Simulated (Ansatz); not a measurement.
System: zinc-blende CdS (metastable phase). Method: PBE (PAW; Ansatz, a first-principles code).

Total energies, extrapolated to zero smearing (they compare only within this program, potentials and cutoff; free atoms with spin allowed, lowest state found):

```tsv
system	energy (eV/atom)
zinc-blende CdS (metastable phase), relaxed	-4578.9157
free Cd atom	-8253.7095
free S atom	-899.0015
```

Work out the cohesive energy per atom.

E_coh = [1 × (-8253.7095) + 1 × (-899.0015)]/2 − (-4578.9157) = 2.56 eV/atom. The reference value is 2.87 eV/atom (measured, zero-point energy (9/8 kB θD) added and atomic spin-orbit splittings removed, spin-orbit-averaged atoms; as tabulated in Albrecht et al. (1997), arXiv:cond-mat/9706128), a difference of -0.31 eV/atom.

The PAW data were made under PBE.
